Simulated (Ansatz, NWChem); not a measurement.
PH2 (SMILES [PH2]): the energy, rung by rung

PH2: 3 atoms, total charge 0, spin state doublet. As SMILES, `[PH2]`. Geometry: relaxed at PBE0-D4/def2-TZVP. The run starts from this shape.

| atom | x (Å) | y (Å) | z (Å) |
| --- | --- | --- | --- |
| P | 0.5257 | -0.3094 | 0.2582 |
| H | 0.1146 | 1.0515 | 0.1767 |
| H | -0.6404 | -0.7421 | -0.4350 |

Each level gives the adiabatic ionisation energy (to the singlet cation, no zero-point term) (eV). The values are calculated.

```csv
level,kind,program,value (eV),CPU time (all runs)
UHF/STO-3G,Hartree–Fock,Ansatz,6.78,1.1 s
UHF/3-21G,Hartree–Fock,NWChem,9.57,2.9 s
UHF/6-31G* (Cartesian functions),Hartree–Fock,Ansatz,9.19,1.1 s
USVWN5/def2-TZVP,LDA,Ansatz,9.97,3.1 s
UPBE/def2-SVP,GGA,Ansatz,9.93,6.1 s
UPBE-D3(BJ)/def2-TZVP,GGA,Ansatz,9.95,6.4 s
U-r2SCAN/def2-SVP,meta-GGA,Ansatz,10.17,7.5 s
U-r2SCAN/def2-TZVP,meta-GGA,Ansatz,10.11,12 s
UB3LYP/6-31G* (Cartesian functions),global hybrid,Ansatz,9.91,3.7 s
UMP2/6-31G* (Cartesian functions),perturbation theory,Ansatz,9.61,1.2 s
```

The values span 6.78 to 10.17 eV. Spin contamination of the reference (⟨S²⟩ at least 0.1 too high) touches UHF/STO-3G, UHF/6-31G*, U-r2SCAN/def2-TZVP, UMP2/6-31G*. Without the sets that lack polarisation functions the rows with a basis span only 9.19 to 10.17 eV. In so small a basis fixed costs decide the times, and correlated methods can beat functionals. Times are those of the runs behind each value, whatever else they computed, on shared processors of several kinds: orders of magnitude only.
